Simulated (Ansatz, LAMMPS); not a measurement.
# Ladder of methods for the elastic constant C11 of fluorite CeO2

Reference value: 403 GPa (measured, temperature not stated, no zero-point or thermal correction; as tabulated in Atomistic and experimental study on thermal conductivity of bulk and porous …).

**Question.** Put these levels in order of the elastic constant C11 that they give for fluorite CeO2, smallest first: Hartree–Fock (Ansatz, a program for electronic structure), LC-ωPBE (Ansatz), PBE (Ansatz), ionic model grimes2000 (shell model, LAMMPS), r²SCAN (Ansatz).

**Answer.** PBE (332 GPa), r²SCAN (364 GPa), LC-ωPBE (425 GPa), Hartree–Fock (467 GPa), ionic model grimes2000 (554 GPa)

Unless a cell is named, each level is at its own relaxed cell (ionic model grimes2000 13.20, PBE 13.59, r²SCAN 13.39, LC-ωPBE 12.99, Hartree–Fock 13.50 Å³/atom).

Differences against the reference: ionic model grimes2000 +37 %, PBE -17.6 %, r²SCAN -9.7 %, LC-ωPBE +5.5 %, Hartree–Fock +15.9 %.

The measured value isn't corrected to a static lattice, so vibrations enter the comparison. A static lattice is as a rule stiffer than a warm one, by over a tenth in soft solids. The crystal itself was run without spin with LC-ωPBE, r²SCAN, Hartree–Fock, PBE; a magnetic state was not tried in these runs. Each level is taken at its own relaxed cell. Cutoffs differ between the levels. Ansatz's density-functional and Hartree–Fock values are scalar-relativistic unless marked +SOC, with PAW data made under PBE.

Empirical potentials (ionic model grimes2000) are fitted to chosen data: where that held the value shown, agreement is built in, and what lay outside the fit can be far off.

Differences are worked out from the printed values.
